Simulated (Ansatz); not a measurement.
Basis sets compared for SiH2Me(SiH3) (CH₈Si₂). The state is a singlet with charge 0. Geometry PBE-D4/def2-SVP. Ansatz on 2 threads of Arm Neoverse N1 on a shared host; times are rough, and most runs start from earlier orbitals.

```xyz
11

C    -0.744    1.487    0.547
Si   -0.784   -0.193   -0.333
Si    1.320   -1.246   -0.251
H    -1.182   -0.018   -1.777
H    -1.804   -1.097    0.312
H    -1.737    1.978    0.500
H    -0.002    2.162    0.075
H    -0.469    1.365    1.614
H     2.360   -0.400   -0.942
H     1.284   -2.594   -0.924
H     1.756   -1.442    1.179
```

Binding counts from free atoms (C triplet, Si triplet, H doublet) in the same basis, without a counterpoise term.

```
           level  functions  energy (Eh)  HOMO (eV)  LUMO (eV)  binding per atom (eV)  wall time
       HF/STO-3G         31    -613.2786      -8.44      10.80                   3.50      0.2 s
 PBE-D4/def2-SVP         90    -621.3150      -6.92      -0.40                   3.28      1.8 s
PBE0-D4/def2-SVP         90    -621.3903      -8.07       0.41                   3.27      1.9 s
```

Task: Estimate the rows for HF/def2-TZVP, PBE-D4/def2-TZVP (with forces), PBE0-D4/def2-TZVP.

Result: 
```tsv
level	functions	energy (Eh)	HOMO (eV)	LUMO (eV)	binding per atom (eV)	wall time
HF/def2-TZVP	153	-620.4231	-10.68	2.95	2.55	1.7 s
PBE-D4/def2-TZVP (with forces)	153	-621.5651	-6.91	-0.71	3.28	3.8 s
PBE0-D4/def2-TZVP	153	-621.6364	-8.03	0.10	3.28	3.8 s
```
